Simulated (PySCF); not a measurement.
## Core-level binding energies of cyclopentanone

Cyclopentanone, C₅H₈O.
Numbering: `[O:1]=[C:2]1[CH2:3][CH2:4][CH2:5][CH2:6]1`

Structure used (GFN2-xTB), in Å, numbered top down from 1:
```
atom  x, y, z in Å
O1     0.3318    2.2980    1.0595
C2     0.1758    1.2168    0.5599
C3    -1.1531    0.5268    0.3304
C4    -0.8374   -0.6534   -0.5838
C5     0.5932   -1.0373   -0.1985
C6     1.2733    0.3059    0.0497
H7    -1.5142    0.1856    1.3037
H8    -1.8925    1.2179   -0.0715
H9    -1.5359   -1.4792   -0.4591
H10   -0.8676   -0.3340   -1.6270
H11    0.5844   -1.6246    0.7212
H12    1.0887   -1.6214   -0.9722
H13    1.6456    0.7365   -0.8831
H14    2.1073    0.2620    0.7487
```

Method: PySCF, delta-SCF UKS SCAN, pcX-2 on the ionised atom, pcseg-1 elsewhere, spin-free X2C. Each binding energy is the total energy of the core-ionised species, with the hole localised on one atom, minus that of the ground state; both are solved self-consistently, so orbital relaxation is included.

Task: What binding energy does each computed site have?

Result: 
```json
{"atom(s)": "O1", "environment": "ketone oxygen", "level": "O 1s", "binding energy (eV)": "537.58", "above the level's lowest (eV)": "0.00", "count": "1"}
{"atom(s)": "C2", "environment": "ketone carbonyl carbon", "level": "C 1s", "binding energy (eV)": "293.20", "above the level's lowest (eV)": "+2.41", "count": "1"}
{"atom(s)": "C4/C5", "environment": "ring CH2 carbon", "level": "C 1s", "binding energy (eV)": "290.86", "above the level's lowest (eV)": "+0.07", "count": "2"}
{"atom(s)": "C3/C6", "environment": "sp3 carbon next to a carbonyl", "level": "C 1s", "binding energy (eV)": "290.79", "above the level's lowest (eV)": "0.00", "count": "2"}
```

The listed C 1s values span 2.41 eV, from C3/C6 (bonded to 2 C and 2 H) to C2 (bonded to O (double bond) and 2 C). The widest gap between neighbouring values is 2.34 eV, between 290.86 and 293.20 eV.

Task: Express the binding energy of C 1s of C2 in atomic units and per mole.

Result: 293.20 eV = 10.7749 Eh = 28289 kJ/mol.

Atoms equivalent by their bonding share one computed value, that of the first of them. One conformer (not necessarily the lowest) at the GFN2-xTB geometry, without solvent, vibrations or thermal averaging.
